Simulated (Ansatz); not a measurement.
# Structure optimisation: potassium, bcc

These are results of DFT, BLYP, plane waves (420 eV) with PAW, scalar-relativistic (Ansatz), not measurements. The PAW files were generated under PBE, with cores re-solved for the functional.

k-point mesh 9×9×9, Fermi-Dirac smearing 0.1 eV, no spin polarisation. Cell and atoms relax.

Starting structure:

```yaml
crystal:
  lattice:
    - [-2.6125, 2.6125, 2.6125]
    - [2.6125, -2.6125, 2.6125]
    - [2.6125, 2.6125, -2.6125]
  atoms:
    - { symbol: K, position: [0.0, 0.0, 0.0] }
hamiltonian:
  xc: blyp
  pseudopotentials:
    kind: paw
    azcp:
      K: "pseudopotentials/K.paw.azcp"
basis:
  ecutwfc: 420
  fft_grid_basis: typed
kpoints:
  mp_grid: { grid: [9, 9, 9], shift: [0, 0, 0] }
magnetization:
  spin_polarized: false
scf:
  occupations: { method: fermi_dirac, width: 0.1 }
relax:
  max_steps: 60
  f_tol: 0.01
  cell: {}
```

The pressure at the start is 0.2 GPa. By how much does the volume change?

From 71.32 to 75.43 Å³ per atom, 5.8 %. The final cell has a = 5.323 Å.

How much energy does the relaxation gain?

2.8 meV per atom.
